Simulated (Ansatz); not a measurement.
**Palladium, fcc: convergence with Gaussian smearing**

Computed with Ansatz, PBE, scalar-relativistic PAW, on the relaxed cell (a = 3.947 Å; spin not included). Errors count from a run at 420 eV on a Γ-centred 22×22×22 mesh with Fermi-Dirac smearing of 0.1 eV, extrapolated to zero width. Fixed here: cutoff 420 eV, mesh 14×14×14. The SCF starts from atomic densities corrected by a trained network.

```
width (eV)  E(σ→0) error (meV/atom)  F error (meV/atom)  P (GPa)  SCF iterations
      0.01                     13.6                13.6    -0.46               6
      0.03                     13.7                12.9    -0.43               6
       0.1                     13.1                 5.2    -0.32               6
       0.2                      9.5               -15.8    -0.13               6
       0.3                      2.3               -44.1     0.08               6
       0.6                    -29.1              -153.3     0.74               6
       1.0                    -73.2              -344.9     2.08               6
```
